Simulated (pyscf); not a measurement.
`[NH2][Si]([NH2])[NH2]` [doublet] + `[H][H]` -> `[NH3]` + `[NH2][SiH][NH2]` [doublet], a four-centre exchange (doublet surface; N–Si, H–H broken, H–N, H–Si formed). Single points on ωB97X-D3(BJ)/def2-SVP structures (PySCF, gas phase). Energies in eV from the separated reactants.

AM1 to PM7: differences of heats of formation from MOPAC. Open shells are spin-unrestricted. 

Quick AM1 single points give ΔE‡ = 2.86 eV and ΔE = +0.93 eV. What does ωB97M-D3(BJ)/def2-TZVP give, and how far is the quick result from it?

ωB97M-D3(BJ)/def2-TZVP gives ΔE‡ = 1.89 eV and ΔE = +0.41 eV. AM1 lies 0.97 eV over it in the barrier and 0.52 eV over it in the reaction energy, so on this step it does not hold to within 0.13 eV. ωB97M-D3(BJ)/def2-TZVP has limits of its own. At the saddle there is also a short H–Si contact that neither side keeps. The same reactants have a lower exit, to H₂N–SiH(NH₂)–NH₂ + H• (barrier +0.50 eV at ωB97M-D3(BJ), against +1.89 eV here). This is the saddle that the search found; another between the same sides may lie lower.
